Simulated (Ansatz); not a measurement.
**Iridium, fcc: convergence with Gaussian smearing**

Computed with Ansatz, PBE, scalar-relativistic PAW, on the relaxed cell (a = 3.872 Å; spin not included). Errors count from a run at 420 eV on a Γ-centred 23×23×23 mesh with Fermi-Dirac smearing of 0.1 eV, extrapolated to zero width. Fixed here: cutoff 420 eV, mesh 14×14×14. The SCF starts from atomic densities corrected by a trained network.

| width (eV) | E(σ→0) error (meV/atom) | F error (meV/atom) | P (GPa) | SCF iterations |
| --- | --- | --- | --- | --- |
| 0.01 | 13.6 | 13.5 | -0.22 | 6 |
| 0.03 | 13.5 | 12.8 | -0.23 | 6 |
| 0.1 | 12.5 | 8.5 | -0.20 | 6 |
| 0.3 | 8.4 | -15.1 | 0.09 | 6 |
| 0.6 | 8.6 | -85.2 | 1.48 | 6 |
| 1.0 | 7.3 | -251.5 | 4.62 | 6 |

Problem. What does the run at 0.2 give (width)?

Solution. E(σ→0) error (meV/atom): 10.2; F error (meV/atom): -1.5; P (GPa): -0.10; SCF iterations: 6.
